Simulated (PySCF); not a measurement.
# A thermochemical cycle for AlH

CCSD(T) in PySCF with x2c-SVPall on every atom, spin-free X2C, for the lowest determinant that a PBE0 search found; no spin–orbit coupling. AlH, a singlet (closed shell), has De = 3.03 eV to neutral atoms, and AlH⁺, a doublet (σ ↑), has De = 0.68 eV to Al⁺ + H.

At the same level the Al atom ionises at 5.71 eV.

Problem. What is the adiabatic ionisation energy of the molecule, and does ionisation strengthen or weaken the bond?

Solution. IE = IE(Al) + De(neutral) − De(ion) = 5.71 + 3.03 − 0.68 = 8.06 eV. De changes by -2.35 eV, so ionisation weakens the bond.

Correlated steps freeze 5 core orbitals. Correlated levels converge slowly with the basis: in double zeta they bind strong bonds too weakly, by up to about 1 eV, and carry superposition errors of some tenths. For an ion De counts to the pair picked by the measured ionisation energies or electron affinities, which need not be the lowest pair at this level. Where the molecule has an RHF reference, its open-shell atoms are computed with UHF. States were picked by a PBE0 search and need not be the measured ground states.
